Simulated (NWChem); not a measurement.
Species: disilane (Si2H6); SMILES [SiH3][SiH3]

Computed with NWChem. Pople sets run with spherical d functions. Level PBE/6-31G*: optimisations from one semi-empirical or force-field start; each run changes one setting, and all end within 0.3 mHa of each other.

| setting | optimisation steps |
|---|---|
| redundant internal coordinates, default thresholds | 4 |
| trust radius 0.05 | 6 |
| loose thresholds | 2 |
| Cartesian coordinates | 7 |
| no line search | 6 |
